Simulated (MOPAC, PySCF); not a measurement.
Stepwise substitution at one centre (Si H-Cl). Gas-phase values, no solvent. Strings in code marks are SMILES.

Quantity: redistribution energy (mixed species minus the weighted end members), in eV. Semi-empirical values (MOPAC) are differences of heats of formation.

Level 1: B3LYP/3-21G // r2SCAN-D4/def2-TZVP (PySCF)
Level 2: frozen-core MP2/6-31G* // r2SCAN-D4/def2-TZVP (PySCF)
Level 3: HF/6-31G* // r2SCAN-D4/def2-TZVP (PySCF)
Level 4: PM6 // r2SCAN-D4/def2-TZVP (MOPAC)

| species | level 1 | level 2 | level 3 | level 4 |
|---|---|---|---|---|
| 2 of 4 H replaced by Cl: `Cl[SiH2]Cl` | -0.081 | 0.001 | -0.129 | -0.024 |
| 3 of 4 H replaced by Cl: `Cl[SiH](Cl)Cl` | -0.073 | -0.031 | -0.119 | -0.077 |
| 1 of 4 H replaced by Cl: `Cl[SiH3]` | -0.039 | 0.033 | -0.073 | 0.042 |
